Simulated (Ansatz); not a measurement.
`C=C(N)OCF`. Total charge 0; spin multiplicity 1.

```xyz
12

C    -0.578    1.580   -0.569
C     0.167    0.596   -0.078
N     1.391    0.151   -0.555
O    -0.257   -0.122    1.016
C    -0.555   -1.454    0.791
F    -1.803   -1.575    0.232
H    -1.576    1.737   -0.190
H    -0.203    2.224   -1.352
H     2.087    0.034    0.169
H     1.743    0.688   -1.332
H     0.158   -1.917    0.103
H    -0.574   -1.942    1.766
```

List the harmonic frequencies (cm⁻¹, unscaled) at PBE0-D4/def2-TZVP in Ansatz. (Estimate.)

Computed: 46, 102, 290, 352, 444, 480, 560, 611, 750, 772, 819, 877, 971, 1060, 1126, 1154, 1193, 1304, 1345, 1422, 1452, 1515, 1630, 1756, 3071, 3144, 3194, 3294, 3558, 3671.

Is this a minimum?

Yes, all 30 modes are real.

Give the ideal-gas thermochemistry at 298.15 K and 1 bar (rigid rotor, harmonic oscillator; point group C1, symmetry number 1).

Zero-point energy 251.0 kJ/mol; H(298) − E = 270.6 kJ/mol; entropy 338.4 J/(mol·K), of which translation 165.1, rotation 111.4, vibration 61.8; G(298) − E = 169.7 kJ/mol. Modes under 100 cm⁻¹ are hindered rotations or soft bends, so the harmonic entropy is rough.

And at 400, 500, 600, 800 and 1000 K?


```json
{"T (K)": "400", "H − E (kJ/mol)": "282.4", "S (J/mol/K)": "372.2", "G − E (kJ/mol)": "133.5"}
{"T (K)": "500", "H − E (kJ/mol)": "296.3", "S (J/mol/K)": "403.2", "G − E (kJ/mol)": "94.7"}
{"T (K)": "600", "H − E (kJ/mol)": "312.2", "S (J/mol/K)": "432.1", "G − E (kJ/mol)": "52.9"}
{"T (K)": "800", "H − E (kJ/mol)": "348.3", "S (J/mol/K)": "483.9", "G − E (kJ/mol)": "-38.8"}
{"T (K)": "1000", "H − E (kJ/mol)": "388.9", "S (J/mol/K)": "529.1", "G − E (kJ/mol)": "-140.2"}
```

Rotational constants (cm⁻¹)?

0.2074, 0.0859, 0.07185.
